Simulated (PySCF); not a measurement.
Species: C3H3F3.
SMILES with atom numbers: `[CH2:1]=[CH:2][C:3]([F:4])([F:5])[F:6]` (hydrogens: H7, H8 on C1; H9 on C2)

Computed, not measured: TDDFT CAM-B3LYP/def2-SVPD, vertical, gas phase, core orbitals frozen in the response in PySCF 2.14.0, density-fitted response routines. Geometry: GFN2-xTB; no solvent, vibrations or thermal averaging. Torsions of this conformer, `[CH2:1]=[CH:2][C:3]([F:4])([F:5])[F:6]`: C1–C2–C3–F4 0°.

Orbital energies (eV): HOMO-3 -13.75, HOMO-2 -13.39, HOMO-1 -12.31, HOMO -10.33, LUMO 0.22, LUMO+1 1.38, LUMO+2 2.01.

Task: Among the lowest singlets, which states do these configurations lead, and at what energies: HOMO-1→LUMO, HOMO→LUMO, HOMO→LUMO+2, HOMO-3→LUMO, HOMO-2→LUMO, HOMO→LUMO+1?

Result: 

| state | leading configuration | weight | Δε (eV) | E (eV) | E − Δε (eV) | f | other configurations |
| --- | --- | --- | --- | --- | --- | --- | --- |
| S1 | HOMO→LUMO | 0.97 | 10.54 | 7.82 | -2.72 | 0.401 | – |
| S2 | HOMO-1→LUMO | 0.93 | 12.52 | 8.19 | -4.33 | 0.0002 | – |
| S3 | HOMO→LUMO+1 | 0.89 | 11.70 | 8.40 | -3.30 | 0.055 | – |
| S4 | HOMO→LUMO+2 | 0.65 | 12.34 | 9.15 | -3.19 | 0.0021 | H→L+3 (25%) |
| S5 | HOMO-3→LUMO | 0.72 | 13.97 | 9.51 | -4.46 | 0.0008 | H-4→L (11%) |
| S8 | HOMO-2→LUMO | 0.98 | 13.61 | 10.27 | -3.34 | 0.0056 | – |

E − Δε runs from -4.46 to -2.72 eV. By orbital difference alone the order would be S1, S3, S4, S2, S8, S5. Δε is the difference of the two orbital energies.

H and L stand for HOMO and LUMO. The other states: S6 9.72 eV, f 0.0092, H→L+3 (56%), H→L+2 (30%); S7 10.26 eV, f 0.0011, H-4→L (72%), H-6→L (12%), H-8→L (8%).

Task: Pair triplets and singlets of the same leading configuration (75% or more in both) and give the splittings.

Result: 

```csv
configuration,triplet,E(T) (eV),singlet,E(S) (eV),E(S) − E(T) (eV)
HOMO→LUMO,T1,4.47,S1,7.82,+3.35
HOMO-1→LUMO,T2,7.64,S2,8.19,+0.55
HOMO→LUMO+1,T3,8.23,S3,8.40,+0.16
```

The 3 triplets are Tamm–Dancoff values, the singlets full response.

Summed over the main configurations (up to three a state, each over 8%) of all 8 singlets, the electron leaves HOMO with weight 3.62, HOMO-2 with weight 0.98, HOMO-1 with weight 0.93 and HOMO-4 with weight 0.82.

Time: 17 s wall. Hardware: one thread, Arm Neoverse V2, on a shared host.
